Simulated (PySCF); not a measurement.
**Dipole moment and polarisability of cyanoformaldehyde**

Cyanoformaldehyde, C₂HNO.
Geometry (GFN2-xTB, Å), atoms numbered from 1 in this order:
```
atom  x, y, z in Å
N1     1.9068   -0.2283    0.5698
C2     0.8191   -0.0685    0.2518
C3    -0.5572    0.0803   -0.1679
O4    -1.1953    1.0897   -0.1041
H5    -0.9648   -0.8704   -0.5668
```

Level: CAM-B3LYP/def2-SVPD (PySCF), static field, nuclei fixed, core orbitals frozen in the response. The polarisability tensor in these axes (au):

```
x   40.77 -5.71  5.08
y   -5.71 28.43  0.17
z    5.08  0.17 22.61
```

What are the eigenvalues, a third of the trace, and Δα (Δα² = ½Σ(αi − αj)² over the three pairs)?

Principal values 20.87, 26.91 and 44.04 au; mean 30.60 au = 4.54 Å³ = 5.05 × 10⁻⁴⁰ C²·m²/J; Δα = 20.82 au (68 % of the mean).

What is the dipole moment, and where does it point?

(-1.41, -1.63, -0.92) D, 2.34 D in size, pointing from the negative to the positive side. Measured along this direction, the outermost atoms are N1 at the negative end and H5 at the positive end.

What depolarisation ratio follows for Rayleigh scattering of linearly polarised light, taking the static tensor?

ρ = 3Δα²/(45ᾱ² + 4Δα²) = 1300.3/(42149 + 1733.7) = 0.0296.

Refractivity n − 1 of an ideal gas of it at 400 K and 1 atm, from the electronic α?

N = p/kT = 1.8347 × 10¹⁹ cm⁻³, so n − 1 = 2π × N × 4.54 × 10⁻²⁴ cm³ = 523 × 10⁻⁶ at long wavelengths, for an ideal gas.

What molar refraction does this α imply?

Lorentz–Lorenz: R = (4π/3)N_A α = 2.5225 cm³/(mol·Å³) × 4.54 Å³ = 11.4 cm³/mol, in the limit of long wavelengths.

Traceless (Buckingham) quadrupole moment about the centre of nuclear charge: eigenvalues?

-9.79, 4.53, 5.26 D·Å. The values depend on the origin, since the dipole doesn't vanish. The electronic extent ⟨r²⟩ about the same centre is 251 bohr², a root-mean-square distance of 1.59 Å for the 28 electrons.

Geometry: GFN2-xTB; no solvent, vibrations or thermal averaging.

The run behind these numbers computed excited states as well. On one thread of an x86-64 server, no GPU, shared host, this took 7.0 s of wall time.
